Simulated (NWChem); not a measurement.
System: SiH2, triplet; SMILES [SiH2]

```xyz
3

Si     0.0000     0.0000     0.0947
H      1.2873     0.0000    -0.6629
H     -1.2873     0.0000    -0.6629
```
Atoms are numbered in this order, from 1.

Program: NWChem. Pople sets run with spherical d functions. Spin-unrestricted. In the optimisation the excess spin sits in a1 and b2 (C2v, its own frame). The geometry was optimised at PBE0/def2-SVP, spin-unrestricted. No stability test was run on the SCF state.

Question: Taking PBE0/6-311++G** as the yardstick, which of these has the fewest basis functions while keeping “highest occupied level (eV)” within 0.2 eV of it: PBE0/3-21G; PBE0/STO-3G; PBE0/6-31+G*; PBE0/6-311G**; PBE0/6-31G*?

Answer: PBE0/3-21G.
```
level            basis functions  highest occupied level (eV)
---------------  ---------------  ---------------------------
PBE0/STO-3G                   11                        -1.72
PBE0/3-21G                    17                        -5.80
PBE0/6-31G*                   22                        -5.72
PBE0/6-31+G*                  26                        -5.76
PBE0/6-311G**                 38                        -5.76
PBE0/6-311++G**               44                        -5.77
```

The yardstick is one finite set, not the basis-set limit.
